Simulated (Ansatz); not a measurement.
The same path of CH5B + ClH (9 atoms, charge 0, multiplicity 1) was run twice with different band settings. Lost on the way: B1–C2, Cl8–H9. Made: B1–Cl8, C2–H9.

Method: RKS PBE0-D4/def2-SVP in Ansatz.

Relaxed end points:

```xyz
9
Properties=species:S:1:pos:R:3
B 0.013 -0.004 0.364
C 0.129 0.392 1.876
H -0.728 0.105 2.505
H 1.066 0.083 2.362
H 0.139 1.502 1.864
H 0.998 -0.008 -0.344
H -1.070 -0.021 -0.184
Cl 0.067 -2.576 0.539
H -1.048 -2.660 1.179
```

```xyz
9
Properties=species:S:1:pos:R:3
B -0.071 -0.690 -0.728
C -0.023 0.035 2.607
H -0.945 0.297 3.144
H 0.839 0.138 3.279
H 0.102 0.712 1.752
H 1.019 -0.187 -0.798
H -1.098 -0.065 -0.763
Cl -0.168 -2.423 -0.591
H -0.089 -1.003 2.257
```

Common settings: movable images 5; climbing image yes; spring 5.0 eV/Å²; optimiser quadratic models (default); force threshold 0.03 eV/Å; iteration limit 60; end points relaxed.

| run | start path |
| --- | --- |
| 1 | through a guess of the saddle point |
| 2 | straight line |

What does each run give, and how far can it be trusted?

Run 1: converged after 16 iterations, highest image 0.504 eV above the first end. A vibrational analysis at the climbing image gives one clearly imaginary mode, 812i cm⁻¹: a first-order saddle point.
Run 2: converged after 16 iterations, highest image 0.505 eV above the first end. Another band between the same ends (5 images) ends at a top of the same energy, where a vibrational analysis finds 1 clearly imaginary mode.
The orbitals stay closed-shell, which can raise the energy where a bond breaks towards radicals; this wasn't checked here.
